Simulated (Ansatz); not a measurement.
The same path of AlH6N + FH (10 atoms, charge 0, multiplicity 1) was run twice with different band settings. Lost on the way: Al1–H2, H5–N6, H7–F8. Made: H2–H7, H5–F8.

These are results of Ansatz 0.2.0, RKS PBE0/cc-pVDZ, not measurements.

Relaxed end points:

```xyz
10
Properties=species:S:1:pos:R:3
Al -0.526 -0.240 -1.083
H -0.695 -1.579 -0.144
H 0.729 -0.299 -2.076
H -1.915 0.420 -1.533
H 0.661 0.409 1.071
N 0.169 1.021 0.402
H 0.322 -1.603 0.866
F 0.990 -1.365 1.515
H 0.830 1.723 0.069
H -0.566 1.513 0.912
```

```xyz
10
Properties=species:S:1:pos:R:3
Al -0.425 0.094 -1.070
H -0.537 -1.866 -0.261
H 0.671 -0.309 -2.146
H -2.001 -0.010 -1.249
H 0.687 -0.008 1.329
N 0.190 1.140 0.338
H -0.088 -1.618 0.328
F 0.949 -0.856 1.749
H 1.031 1.692 0.167
H -0.479 1.742 0.816
```

Common settings: movable images 5; climbing image yes; spring 5.0 eV/Å²; optimiser quadratic models (default); start path through a guess of the saddle point; iteration limit 60; end points relaxed.

| run | force threshold |
| --- | --- |
| 1 | 0.05 eV/Å |
| 2 | 0.5 eV/Å |

What does each run give, and how far can it be trusted?

Run 1: converged after 21 iterations, highest image 0.770 eV above the first end. A vibrational analysis at the climbing image gives one clearly imaginary mode, 765i cm⁻¹: a first-order saddle point.
Run 2: converged after 9 iterations, highest image 0.781 eV above the first end. The threshold of 0.5 eV/Å is loose, so the images may lie well off the minimum-energy path. The order of the stationary point at the top wasn't checked.
The orbitals stay closed-shell, which can raise the energy where a bond breaks towards radicals; this wasn't checked here.
